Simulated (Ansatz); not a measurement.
Relaxation of C3H4OS (9 atoms, charge 0, multiplicity 1), to a largest force component of 0.02 eV/Å in at most 50 steps.

All numbers below come from Ansatz, RKS PBE0/def2-SVP.

```xyz
9
Properties=species:S:1:pos:R:3
C 1.349 -0.203 -0.946
C 0.357 -0.546 -0.086
C -0.739 0.343 0.391
O -1.421 -0.315 1.264
S -1.106 1.911 0.100
H 1.343 0.861 -1.372
H 2.092 -0.855 -1.279
H 0.399 -1.542 0.294
H -2.185 0.300 1.616
```

Problem. Where does it end, and by what steps?

Solution. It converged. After 6 steps the energy has fallen by 0.395 eV; S5 moved furthest, 0.15 Å.

| step | energy less start (eV) | largest force component (eV/Å) | accepted |
| --- | --- | --- | --- |
| 0 | 0.0000 | 3.298 | yes |
| 1 | -0.3087 | 1.094 | yes |
| 2 | -0.3275 | 0.664 | yes |
| 3 | -0.3879 | 0.503 | yes |
| 4 | -0.3947 | 0.100 | yes |
| 5 | -0.3950 | 0.029 | yes |
| 6 | -0.3951 | 0.012 | yes |

```xyz
9
Properties=species:S:1:pos:R:3
C 1.299 -0.145 -0.951
C 0.374 -0.544 -0.073
C -0.705 0.319 0.426
O -1.475 -0.337 1.291
S -0.982 1.883 0.016
H 1.281 0.878 -1.341
H 2.083 -0.824 -1.294
H 0.375 -1.562 0.329
H -2.162 0.286 1.580
```

Whether the end is a true minimum wasn't checked by a vibrational analysis.

Run time: 19 s on 2 threads of Intel(R) Xeon(R) Platinum 8259CL CPU @ 2.50GHz (Skylake/Cascade Lake), with other jobs on the host, peak memory 0.21 GiB.
